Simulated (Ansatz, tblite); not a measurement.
**CdI2: one state, many levels**

How do method and basis change the picture of CdI2 (singlet)?

Computed with Ansatz 0.2.0, Gaussian basis. Level: as each input shows.

The runs, in order: GFN1-xTB, GFN2-xTB, PBE-D4/def2-TZVP, r2SCAN-D4/def2-TZVP, BHLYP-D4/def2-TZVP, r2SCAN0-D4/def2-TZVP, B3LYP-D4/def2-TZVP, r2SCANh-D4/def2-TZVP, BLYP-D4/def2-TZVP, LDA/def2-TZVP, revPBE-D4/def2-TZVP, PBE-D4/def2-SVP, PBE0-D4/def2-SVP, PBE0-D4/def2-TZVPD, PBE-D4/def2-TZVPD, r2SCAN-D4/def2-TZVPD, CCSD(T)/def2-TZVPP, MP2/def2-TZVP, RPA/def2-TZVP.

1 further run of the same task is left out (set aside as unsound or not needed).

**1. The geometry**

The geometry is that of the singlet, from an earlier relaxation (PBE0-D4/def2-TZVP).

3 atoms, charge 0, spin multiplicity 1.

Bond lengths: Cd1–I2 2.588 Å, Cd1–I3 2.588 Å. Angles: I2–Cd1–I3 179.7°.

Cd, I take a core potential in the def2 sets. No spin-orbit coupling is included.

PBE0-D4/def2-TZVP was run before; its log isn't repeated, and its numbers join the tables.

**2. GFN1-xTB**

Tight binding, by tblite at 300 K electronic temperature and without a spin-polarisation term:

```python
tblite.interface.Calculator('GFN1-xTB', numbers, positions, charge=0, uhf=0).singlepoint()
```

Energy -240.1645 eV, HOMO -10.57 eV, LUMO -6.04 eV; 0.009 s.

**3. GFN2-xTB**

Tight binding, by tblite at 300 K electronic temperature and without a spin-polarisation term:

```python
tblite.interface.Calculator('GFN2-xTB', numbers, positions, charge=0, uhf=0).singlepoint()
```

Energy -226.3075 eV, HOMO -11.78 eV, LUMO -6.61 eV; 0.008 s.

**4. PBE-D4/def2-TZVP**

start.molden holds the orbitals of an earlier run on this state, given as this run's starting guess.

Contents of in.yaml:

```yaml
crystal:
  periodic: [false, false, false]
  atoms:
    - {symbol: Cd, position_ang: [-0.004033, -0.002331, -0.000017]}
    - {symbol: I, position_ang: [-0.014891, -0.019574, 2.587740]}
    - {symbol: I, position_ang: [0.018924, 0.021905, -2.587723]}
basis:
  gaussian: {orbitals: def2-TZVP, initial_orbitals: start.molden}
hamiltonian: {xc: pbe, dispersion: d4}
scf: {omitted_lower_state_checks: [starts]}
output: {orbitals: {seedname: orbitals}}
```

On the command line:

```sh
> ansatz run in.yaml --threads 4 --pin off --events-out ev --progress --plain --max-ram 3916MiB
```

After this run come: r2SCAN-D4/def2-TZVP; BHLYP-D4/def2-TZVP; r2SCAN0-D4/def2-TZVP; B3LYP-D4/def2-TZVP; r2SCANh-D4/def2-TZVP; BLYP-D4/def2-TZVP; LDA/def2-TZVP; revPBE-D4/def2-TZVP; PBE-D4/def2-SVP; PBE0-D4/def2-SVP; PBE0-D4/def2-TZVPD; PBE-D4/def2-TZVPD; r2SCAN-D4/def2-TZVPD; CCSD(T)/def2-TZVPP; MP2/def2-TZVP; RPA/def2-TZVP.

Q: Predict the results of all the runs planned. Wanted: gap in def2-TZVP, named functionals, smallest and largest; correlation energy, CCSD(T)/def2-TZVPP; correlation energy, MP2/def2-TZVP; binding an atom, CCSD(T)/def2-TZVPP; PBE0 total energy, smallest basis above largest.

As calculated:

| quantity | value |
| --- | --- |
| gap in def2-TZVP, named functionals, smallest and largest | 3.33 eV (BLYP-D4), 7.06 eV (BHLYP-D4) |
| correlation energy, CCSD(T)/def2-TZVPP | -44.44 eV |
| correlation energy, MP2/def2-TZVP | -40.25 eV |
| binding an atom, CCSD(T)/def2-TZVPP | 1.355 eV |
| PBE0 total energy, smallest basis above largest | 1.59 eV (def2-SVP, def2-TZVPD) |

**Reading.** Over the named functionals in def2-TZVP the gap runs from 3.33 eV (BLYP-D4) to 7.06 eV (BHLYP-D4); exact exchange widens it. The functionals in def2-TZVP miss CCSD(T)/def2-TZVPP by -0.071 (BLYP-D4) to +0.367 eV (LDA) an atom. CCSD(T)/def2-TZVPP isn't at the basis-set limit; small misses against it rank nothing.
